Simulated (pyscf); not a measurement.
Optimised with ωB97X-D3(BJ)/def2-SVP in PySCF.

For the elementary gas-phase step `[NH2][SiH][NH2]` [doublet] + `[ClH]` → `[NH2][SiH]([NH2])[Cl]` + `[H]` [doublet] (doublet surface; Cl–H broken, Cl–Si formed), what barrier and reaction energy does B3LYP-D3(BJ)/def2-TZVP give, measured from the separated reactants?

ΔE‡ = 30.0 kJ/mol, ΔE = -43.6 kJ/mol. ωB97M-D3(BJ)/def2-TZVP gives 44.6 kJ/mol and -62.1 kJ/mol. Zero-point energy shifts the barrier by -4.3 kJ/mol. It is an atom transfer, with an imaginary mode of 584i cm⁻¹. On the reactant side the descent ends in a complex (not fully relaxed), 27.2 kJ/mol under the separated species and 70.7 kJ/mol under the saddle at ωB97X-D3(BJ)/def2-TZVP. This is the saddle that the search found; another between the same sides may lie lower. The angle at the transferred Cl is 174°.
